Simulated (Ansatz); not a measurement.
Species: C₂H₄, SMILES `C=C` (charge 0, multiplicity 1).

### Question
Give a relaxed geometry from Ansatz (a first-principles code) with CAM-B3LYP-D3(BJ)/def2-TZVP.

### Answer
the end point of this relaxation (outside a Z-matrix the atoms follow the SMILES, hydrogens last).
Z-matrix (Å, degrees):
```
C
C 1 1.3194
H 1 1.0827 2 121.68
H 2 1.0827 1 121.68 3 180.00
H 1 1.0827 3 116.64 2 -180.00
H 2 1.0827 4 116.64 1 180.00
```
